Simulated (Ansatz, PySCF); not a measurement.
Reaction: C2H2 (acetylene, SMILES C#C) → C2H2+ (parent SMILES C#C, doublet) + e-
Each species at its own B3LYP-D3(BJ)/def2-TZVP minimum (Ansatz, a quantum-chemistry and plane-wave program).

Total energies in hartree (Ansatz). Open shells are spin-unrestricted; no spin-orbit coupling. Correlated methods leave the cores frozen. No relativity.

```tsv
species	HF/cc-pVTZ	CCSD(T)/cc-pVTZ	HF/cc-pVQZ	CCSD(T)/cc-pVQZ	CCSDT(Q)/cc-pVTZ
1: C2H2 (SMILES C#C)	-76.84990	-77.18733	-76.85493	-77.20914	-77.18856
2: C2H2+ (parent SMILES C#C, doublet)	-76.49010	-76.77288	-76.49490	-76.79184	-76.77432
```

Work out the adiabatic ionisation energy (0 K, zero-point energies from PySCF's Hessians at B3LYP-D3(BJ)/def2-TZVP) in eV: take Hartree-Fock from cc-pVQZ, extrapolate the CCSD(T) correlation energy as X^-3 (X = 3, 4), and add CCSDT(Q) - CCSD(T) in cc-pVTZ. The further terms named in the bracket sum to -0.00084 hartree. 1 hartree = 27.211 eV.


Species 1: correlation (64·(-0.35421) - 27·(-0.33743))/37 = -0.36645; step -0.00123; E1 = -76.85493 + (-0.36645) + (-0.00123) = -77.22261
Species 2: correlation (64·(-0.29694) - 27·(-0.28278))/37 = -0.30727; step -0.00144; E2 = -76.49490 + (-0.30727) + (-0.00144) = -76.80361
-1·E1 +1·E2 -0.00084 = 0.41816 hartree = 11.38 eV. Measured: 11.40 eV (CCCBDB table in ASE). The composite differs from it by -0.02 eV; core, relativistic and spin-orbit terms are not in it.
